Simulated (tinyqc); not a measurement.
Inside a calculation. Method: UHF in the sto-3g basis, for CH2, spin multiplicity 3. Computed by tinyqc, a small Python program that keeps every step (integrals from PySCF). Settings: charge = 0, multiplicity = 3, basis = sto-3g, energy threshold = 1e-09, iteration cap = 74, orthogonalisation = canonical, start = core, DIIS depth = 0, method = UHF. Command: `OMP_NUM_THREADS=1 python tinyqc.py 22708 22709 out.jsonl` (the two numbers bound the seeds that draw the settings). One thread of a shared host (Intel(R) Xeon(R) Processor @ 2.60GHz), about 0.3 s of CPU time with the checks.

Geometry (angstrom):
```
atom       x        y       z
C     0.0000   0.0000  0.0000
H     0.0000   1.2500  0.9120
H     0.0000  -1.2500  0.9120
```

Stop when the energy changes by less than 1e-09 hartree and every element of the error matrix X^T (F D S - S D F) X (for each spin) is below 9e-06.

Course of the cycle:
```
iteration  E (hartree)     change  largest element of the error matrix
1           -36.872691          -                             2.60e-01
2           -38.082218  -1.21e+00                             1.76e-01
3           -38.233197  -1.51e-01                             5.32e-02
4           -38.242074  -8.88e-03                             1.18e-02
5           -38.242710  -6.36e-04                             5.00e-03
6           -38.242816  -1.05e-04                             2.49e-03
7           -38.242859  -4.34e-05                             1.94e-03
8           -38.242889  -2.96e-05                             1.64e-03
9           -38.242913  -2.45e-05                             1.54e-03
10          -38.242935  -2.17e-05                             1.45e-03
11          -38.242955  -1.96e-05                             1.38e-03
12          -38.242972  -1.78e-05                             1.31e-03
13          -38.242989  -1.62e-05                             1.25e-03
14          -38.243003  -1.48e-05                             1.20e-03
...                ...        ...                                  ...
61          -38.243153  -1.74e-07                             1.29e-04
62          -38.243154  -1.58e-07                             1.23e-04
63          -38.243154  -1.44e-07                             1.17e-04
64          -38.243154  -1.31e-07                             1.12e-04
65          -38.243154  -1.19e-07                             1.07e-04
66          -38.243154  -1.08e-07                             1.02e-04
67          -38.243154  -9.78e-08                             9.68e-05
68          -38.243154  -8.87e-08                             9.22e-05
69          -38.243154  -8.06e-08                             8.79e-05
70          -38.243154  -7.31e-08                             8.37e-05
71          -38.243154  -6.64e-08                             7.98e-05
72          -38.243154  -6.03e-08                             7.60e-05
73          -38.243155  -5.47e-08                             7.24e-05
74          -38.243155  -4.97e-08                             6.90e-05
```

Can the last value be used, and what does the course show?

Not by the stop rule, although the second column moves by less than 1e-06 over the last three steps. Not converged within the cap of 74 iterations: the residual falls steadily but slowly, by a factor of about 0.95 a step. Reruns (cap 100 unless said): DIIS 8: converged in 12; damping 0.5: not converged; level shift 0.5: not converged; atomic densities as start, DIIS 8: converged in 13; the original settings with a cap of 400: converged in 115. PySCF UHF in the same basis, after a stability check = -38.243155 hartree.
